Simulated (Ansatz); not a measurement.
Results of PBE (Ansatz, a quantum-chemistry and plane-wave program, plane waves, PAW) for fcc Cu.

Run with plane-wave cutoff 520 eV, 18×18×18 k mesh, Fermi–Dirac smearing 0.1 eV, perturbation theory, force constants from a 6×6×6 q mesh, no spin polarisation, scalar-relativistic PAW data made under PBE.

Quasi-harmonic isothermal bulk modulus against temperature at zero pressure (zero-point motion included); the last value is withheld.

```json
[
 {"T (K)": "300", "isothermal bulk modulus (GPa)": "128.8"},
 {"T (K)": "400", "isothermal bulk modulus (GPa)": "124.7"},
 {"T (K)": "500", "isothermal bulk modulus (GPa)": "120.5"},
 {"T (K)": "600", "isothermal bulk modulus (GPa)": "116.2"},
 {"T (K)": "700", "isothermal bulk modulus (GPa)": "111.7"},
 {"T (K)": "800", "isothermal bulk modulus (GPa)": "?"}
]
```

### Question
Fit a straight line to the rows shown and predict the value at 800 K.

### Answer
Means: 500 K and 120.38 GPa. Σ(T − T̄)(y − ȳ) = -4270.0 and Σ(T − T̄)² = 100000, so the slope is -0.0427 GPa/K. At 800 K: 120.38 + (-0.0427) × 300 = 107.6 GPa. The run gives 107.1 GPa.

Anharmonicity beyond the change of volume is left out, and so is the electrons' share.
